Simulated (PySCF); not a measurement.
## HCl: one state, many levels of theory

State: ¹Σ⁺ (singlet), closed shell. Set-up: PySCF, no relativity, basis sets H aug-pcseg-1, Cl aug-pcseg-1. De refers to H + Cl in their high-spin ground configurations, without counterpoise correction. A positive dipole means H(−)Cl(+).

```csv
Level,Re (Å),ωe (cm⁻¹),De (eV),μ (D)
RHF,1.275,3143,3.29,-1.24
RHF-MP2,1.285,3041,4.33,n/a
RHF-SCS-MP2,1.286,3027,4.32,n/a
RHF-CCSD,1.287,3003,4.30,n/a
RHF-CCSD(T),1.289,2986,4.34,n/a
PBE,1.302,2882,4.53,-1.16
TPSS,1.298,2905,4.56,-1.16
r²SCAN,1.291,2966,4.55,-1.20
PBE0,1.290,2990,4.47,-1.19
BHandHLYP,1.284,3041,4.34,-1.20
M06-2X,1.289,2982,4.46,-1.21
ωB97X,1.287,3022,4.49,-1.21
```

Which functional lies closest to RHF-CCSD(T) in De, which farthest, and by how much do they differ from it?

Closest is BHandHLYP (-0.5 pm in Re, +1.8 % in ωe, +0.00 eV in De against RHF-CCSD(T) in the same basis), farthest TPSS (+0.9 pm in Re, -2.7 % in ωe, +0.22 eV in De). CCSD(T) converges more slowly with the basis than the functionals do and binds too weakly in this one, so the order can change at the basis-set limit.

What does a quarter of exact exchange do here, going from PBE to PBE0?

PBE0 less PBE: -1.2 pm in Re, +3.7 % in ωe, -0.06 eV in De. Exact exchange removes part of the self-interaction that spreads semilocal densities, and in most molecules shortens and stiffens the bond and lowers De; so it does here.

What does the step from GGA to meta-GGA do here, going from PBE to r²SCAN?

r²SCAN less PBE: -1.1 pm in Re, +2.9 % in ωe, +0.02 eV in De. 

Correlated steps freeze 5 core orbitals. Correlated levels converge slowly with the basis: in double zeta they bind strong bonds too weakly, by up to about 1 eV, and carry superposition errors of some tenths. Where the molecule has an RHF reference, its open-shell atoms are computed with UHF.
